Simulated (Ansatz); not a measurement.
**Predicting a hybrid from its neighbours: C4H4N2 (pyrazine)**

The species is C4H4N2 (10 atoms), meant as a singlet with charge 0. SMILES: `c1cnccn1`. The coordinates come from a PBE0-D4/def2-TZVP relaxation.

The HOMO–LUMO gap y, in eV, basis cc-pVDZ; a is the functional's share of exact exchange. Programs: Ansatz 0.2.0.

| functional | program | a | y (eV) |
| --- | --- | --- | --- |
| revPBE | Ansatz | 0 | 3.31 |
| BLYP | Ansatz | 0 | 3.35 |
| B3LYP | Ansatz | 0.2 | 5.39 |
| PBE0 | Ansatz | 0.25 | 5.82 |
| r2SCAN0 | Ansatz | 0.25 | ? |
| BHLYP | Ansatz | 0.5 | 8.49 |

Task: Fit y = c + s·a to the known rows and predict r2SCAN0.

Result: 
1. Means of the 5 rows: a = 0.1900, y = 5.272.
2. Σ(Δa)² = 0.172, Σ(Δa·Δy) = 1.7696, so the slope is 1.7696/0.172 = 10.288.
3. Intercept: 5.272 − (10.288) × 0.1900 = 3.317. The largest residual of the fit is 0.069.
4. r2SCAN0: 3.317 + (10.288) × 0.25 = 5.89 eV.

The run gave 6.07 eV, so the prediction is off by -0.18 eV, more than the scatter of the fit. Exact exchange lowers occupied levels and raises empty ones. The rows mix families of semi-local functionals, which the line can't see.
